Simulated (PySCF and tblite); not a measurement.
The numbers below are computed, except where a source is named.
C₅H₈O, numbered as in [CH:1]#[C:2][CH2:3][CH2:4][O:5][CH3:6].

Conformers came from 90 starts (ETKDG and KDG, MMFF94s, GFN2-xTB); geometries are PBE0-D3(BJ)/def2-SVP. Energies: PBE0-D3(BJ)/def2-TZVP, with GFN2-xTB thermal terms (modes under about 100 cm⁻¹ blended into free rotors). Symmetry numbers and mirror images are counted. Conformers within 4 kcal/mol (GFN2-xTB free energy) were kept, 7 at most. Codes: tblite and PySCF.

Rotational constants are equilibrium values for the commonest isotopes; dipoles come from the energy level named.

Torsions listed: C2–C3–C4–O5, C3–C4–O5–C6. Of a mirror pair one member is shown.

```tsv
conformer	shape	symmetry
1	-179°, -179°	Cs
2	-66°, 176°	C1 (pair)
3	-178°, -78°	C1 (pair)
4	54°, 66°	C1 (pair)
5	78°, -78°	C1 (pair)
```

Give the rotational constants and dipole components, as needed to look for these species in a jet-cooled rotational spectrum.


```tsv
conformer	A (MHz)	B (MHz)	C (MHz)	abs μa (D)	abs μb (D)	abs μc (D)	κ	Ic−Ia−Ib (u Å²)
1	18007	1412	1342	0.74	0.84	0.02	-0.99	-9.6
2	8031	1915	1650	1.09	0.86	0.80	-0.92	-20.5
3	14031	1516	1474	0.33	0.79	0.62	-0.99	-26.6
4	6505	2226	1952	0.56	0.85	1.17	-0.88	-45.9
5	5909	2492	1882	0.42	0.08	0.54	-0.70	-19.8
```
